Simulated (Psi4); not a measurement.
**ACPF/3-21G (qc module fnocc) run of SiNH2F (SMILES N[Si]F)**

Wanted: a single-point energy of SiNH2F. The job is set up through a QCSchema input.

Program for the calculation: Psi4 1.11.

### 1 The structure to begin with

SiNH2F: 5 atoms, total charge 0, spin state singlet. As SMILES, `N[Si]F`. The shape is that of a PBE0-D4/def2-TZVP optimisation. This is one conformer, not always the lowest.

Bond lengths: N1–Si2 1.702 Å, Si2–F3 1.622 Å, N1–H4 1.010 Å, N1–H5 1.008 Å. Angles: N1–Si2–F3 98.5°, Si2–N1–H4 125.0°, Si2–N1–H5 122.2°, H4–N1–H5 112.8°.

### 2 A single-point energy at ACPF/3-21G (qc module fnocc)

Contents of fh2nsi.json:

```json
{
  "schema_name": "qcschema_input",
  "schema_version": 1,
  "molecule": {
    "schema_name": "qcschema_molecule",
    "schema_version": 2,
    "symbols": ["N", "Si", "F", "H", "H"],
    "geometry": [-0.79614162, 0.45372324, -0.62568832, 0.25719173, -2.14219353, 0.95450067, 2.95817728, -1.0370817, 1.89256071, 0.16138261, 2.09684011, -0.79538573, -2.48631266, 0.48962804, -1.504222],
    "molecular_charge": 0,
    "molecular_multiplicity": 1,
    "fix_com": true,
    "fix_orientation": true
  },
  "driver": "energy",
  "model": {
    "method": "acpf",
    "basis": "3-21G"
  },
  "keywords": {
    "scf_type": "pk",
    "freeze_core": true,
    "print": 2,
    "level_shift": 0.3,
    "qc_module": "fnocc",
    "maxiter": 60
  }
}
```

The run is started by

```bash
$ psi4 --qcschema fh2nsi.json -n 1 --memory 1600MB
```

stdout:

```text
[...]
  Running in c1 symmetry.
[...]
  Nuclear repulsion =  101.776393664739544
[...]
  Multiplicity = 1
[...]
  Nalpha       = 16
  Nbeta        = 16
[...]
      Number of basis functions:        35
[...]
   @RHF iter   1:  -441.62259158823883   -8.53940e-01   1.15983e-02 DIIS/ADIIS/SHIFT
[...]
   @RHF iter  11:  -441.68838257894402   -1.70530e-12   4.48506e-09 DIIS
[...]
    Orbital Energies [Eh]
    ---------------------
    Doubly Occupied:
       1A    -68.341934     2A    -26.102342     3A    -15.474951
       4A     -6.138675     5A     -4.231412     6A     -4.231269
       7A     -4.229625     8A     -1.534142     9A     -1.145727
      10A     -0.719783    11A     -0.673176    12A     -0.624621
      13A     -0.600866    14A     -0.577122    15A     -0.429517
      16A     -0.353288
[...]
  @RHF Final Energy:  -441.68838257894402
   => Energetics <=
    Nuclear Repulsion Energy =            101.7763936647395440
    One-Electron Energy =                -816.1126536954386665
    Two-Electron Energy =                 272.6478774517551074
    Total Energy =                       -441.6883825789440152
[...]
 Multipole Moments:
 ------------------------------------------------------------------------------------
     Multipole            Electronic (a.u.)      Nuclear  (a.u.)        Total (a.u.)
 ------------------------------------------------------------------------------------
 L = 1.  Multiply by 2.5417464519 to convert [e a0] to [Debye]
 Dipole X            :        -23.0347372           22.3263584           -0.7083788
 Dipole Y            :         34.0709431          -33.5619139            0.5090292
 Dipole Z            :        -24.2831495           23.7166298           -0.5665197
 Magnitude           :                                                    1.0401230
[...]
      * SCS-MP2 total energy:                 -441.952557731923
[...]
      * MP2 total energy:                     -441.955879120481
[...]
```

The result, in JSON:

```text
{
 "driver": "energy",
 "model": {
  "method": "acpf",
  "basis": "3-21G"
 },
 "success": true,
 "return_result": -441.97071068335566,
 "properties": {
  "calcinfo_nbasis": 35,
  "calcinfo_nmo": 35,
  "calcinfo_nalpha": 16,
  "calcinfo_nbeta": 16,
  "calcinfo_natom": 5,
  "nuclear_repulsion_energy": 101.77639366473954,
  "return_energy": -441.97071068335566,
  "scf_one_electron_energy": -816.1126536954387,
  "scf_two_electron_energy": 272.6478774517551,
  "scf_dipole_moment": [-0.7083788195576908, 0.5090291840424328, -0.5665197027287512],
  "scf_total_energy": -441.688382578944,
  "scf_iterations": 11,
  "mp2_same_spin_correlation_energy": -0.06556234253660226,
  "mp2_opposite_spin_correlation_energy": -0.20193419900020576,
  "mp2_singles_energy": 0.0,
  "mp2_doubles_energy": -0.267496541536808,
  "mp2_correlation_energy": -0.267496541536808,
  "mp2_total_energy": -441.9558791204808
 }
}
```

Wall time 2.7 s (1 thread of Intel Xeon Platinum 8375C at 2.90GHz (Ice Lake), shared host); peak memory 0.19 GiB.

### 3 Results

At ACPF/3-21G (qc module fnocc), 7 core orbitals frozen:

```
                                   quantity          value
                               total energy  -441.97071 Eh
        HOMO energy (Hartree–Fock orbitals)       -9.61 eV
        LUMO energy (Hartree–Fock orbitals)        2.38 eV
      HOMO–LUMO gap (Hartree–Fock orbitals)       11.99 eV
correlation energy (7 core orbitals frozen)     -282.3 mEh
```
